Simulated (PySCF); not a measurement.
# C4H8O2 (1,3-Dioxane): the cost of one run

The runs use PySCF 2.14.0, with density-fitted response routines of our own; the level of theory stands in each step. All values are computed, except where a source is named. Atoms count from 0, in the outputs and in this text.

## Step 1: Starting geometry

14 atoms, charge 0, multiplicity 1; geometry from: GFN2-xTB. The atoms were then displaced at random by about 0.01 Å, so the start is not that level's minimum.

Bonds of the start (Å): C0–C1 1.52, C1–O2 1.40, O2–C3 1.40, C3–O4 1.43, O4–C5 1.42, C5–C0 1.49, C0–H6 1.09, C0–H7 1.10, C1–H8 1.09, C1–H9 1.11, C3–H10 1.12, C3–H11 1.06, C5–H12 1.10, C5–H13 1.11.

## Step 2: Geometry optimisation at PBE0-D3(BJ)/def2-TZVP

Job settings and geometry (Å):

```
{"job": {"xc": "PBE0", "basis": "def2-TZVP", "d3": "d3bj", "grid": 2, "shake": 0.01, "kind": "geom"}, "charge": 0, "multiplicity": 1}
C     -1.108430     0.261280    -0.382560
C      0.001320     1.280720    -0.157340
O      1.219820     0.737470    -0.594150
C      1.542040    -0.466660     0.052140
O      0.541640    -1.455300    -0.187920
C     -0.733430    -1.027400     0.275030
H     -1.240510     0.123290    -1.458290
H     -2.046570     0.666690     0.026650
H     -0.136040     2.205830    -0.712390
H      0.067230     1.535090     0.926090
H      1.599930    -0.299880     1.158850
H      2.454760    -0.843030    -0.346790
H     -1.446470    -1.829010     0.013510
H     -0.722460    -0.904170     1.379410
```

Launch:

```console
$ OMP_NUM_THREADS=2 python probes_run.py task.json out
```

One launch serves the whole session: the jobs run in the order shown.

Q: Estimate the wall time and peak memory of this first job on 2 threads of Intel Xeon Platinum 8259CL at 2.50GHz, shared host.

About 2.2 min, with a peak of 1.3 GiB.
